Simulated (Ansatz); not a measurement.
**A basis-limit estimate, worked out**

An elementary step of SiNH9O, closed shell (SiH₄ + H₂O + NH₃ → SiH₄O ([OH][SiH3]) + NH₃ + H₂; Si–H, H–O, H–N broken or loosened, Si–O, H–H, H–N formed or tightened). “Start” and “end” are the PBE0-D4/def2-TZVP structures reached by relaxing down either side of its saddle point, with the molecules still in contact.

Computed with Ansatz 0.2.0 (basis: def2-TZVPP and def2-QZVPP); correlated methods freeze the cores.

Energies in eV:

| quantity | end | start |
| --- | --- | --- |
| Hartree–Fock, triple zeta (X = 3) | -11525.74082 | -11525.34056 |
| Hartree–Fock, quadruple zeta (X = 4) | -11526.19177 | -11525.77735 |
| MP2 correlation, X = 3 | -17.69086 | -17.63977 |
| MP2 correlation, X = 4 | -19.00344 | -18.94552 |
| CCSD(T) correlation, X = 3 | -19.44234 | -19.45761 |

(1) Work out the step energy at the basis limit: extrapolate Hartree–Fock as E(X) = E∞ + A exp(−7.88 √X) and the MP2 correlation as E(X) = E∞ + B X^−2.97 (the exponents that Neese and Valeev fitted for def2-TZVPP and QZVPP), then add CCSD(T) − MP2 in triple zeta.

T1 diagnostic: at most 0.011.

Answers

(1) Each step is linear, so take the differences first (end − start): Hartree–Fock -0.40026 (X = 3) and -0.41442 (X = 4); MP2 correlation -0.05109 and -0.05792; CCSD(T) correlation 0.01527.
Two points give E∞ = E(4) + w [E(4) − E(3)], with w = 1/(exp(7.88 (2 − √3)) − 1) = 0.1377 for Hartree–Fock and w = 1/((4/3)^2.97 − 1) = 0.7407 for the correlation.
Hartree–Fock: -0.41442 + 0.1377 × (-0.01416) = -0.4164 eV.
MP2 correlation: -0.05792 + 0.7407 × (-0.00683) = -0.0630 eV.
CCSD(T) − MP2: 0.01527 − (-0.05109) = 0.0664 eV.
Sum: -0.4164 + (-0.0630) + 0.0664 = -0.4130 eV, or -9.52 kcal/mol. Plain CCSD(T) in triple zeta gives -0.3850 eV, so the larger basis shifts the result by -0.0280 eV.

Labels in which every atom is bracketed show which atoms are joined, not bond orders.

For scale, one of the runs: CCSD(T)/def2-TZVPP, 230 basis functions, launched by `ansatz run in.yaml --threads 4 --pin off --events-out ev --progress --plain --max-ram 9574MiB`. Time: 17 s of wall clock on 4 CPU threads of an AMD EPYC 9R45; the host was shared. Peak host memory: 4 GiB.
